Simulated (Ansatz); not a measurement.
Relaxation of C2H3F2N (8 atoms, charge 0, multiplicity 1), to a largest force component of 0.015 eV/Å in at most 40 steps.

All numbers below come from Ansatz, RKS B3LYP-D4/def2-SVP.

```xyz
8
Properties=species:S:1:pos:R:3
C -0.792 -0.252 0.578
N 0.215 0.755 0.298
C 0.994 0.378 -0.639
F 0.949 -0.785 -1.256
F 2.047 1.163 -0.986
H -1.487 0.198 1.358
H -0.407 -1.161 0.916
H -1.427 -0.354 -0.325
```

Q: Where does it end, and by what steps?

A: The run converged. After 14 steps the energy has fallen by 0.400 eV; F4 moved furthest, 0.78 Å.

```csv
step,energy less start (eV),largest force component (eV/Å),accepted
0,0.0000,3.297,yes
1,-0.2319,2.000,yes
2,-0.3023,1.136,yes
3,-0.3629,0.423,yes
4,-0.3703,0.141,yes
5,-0.3728,0.097,yes
6,-0.3795,0.389,yes
7,-0.3843,0.221,yes
8,-0.3951,0.165,yes
9,-0.3814,0.734,no
10,-0.3986,0.072,yes
11,-0.3989,0.123,yes
12,-0.3979,0.225,no
13,-0.3998,0.035,yes
14,-0.3999,0.010,yes
```

```xyz
8
Properties=species:S:1:pos:R:3
C -0.916 -0.205 0.499
N 0.019 0.741 -0.068
C 1.076 0.378 -0.599
F 1.529 -0.866 -0.745
F 1.952 1.204 -1.125
H -1.081 0.044 1.560
H -0.598 -1.259 0.428
H -1.889 -0.094 -0.006
```

Whether the end is a true minimum wasn't checked by a vibrational analysis.

Run time: 52 s on 1 thread of Arm Neoverse V1 (shared host), peak memory 0.16 GiB.
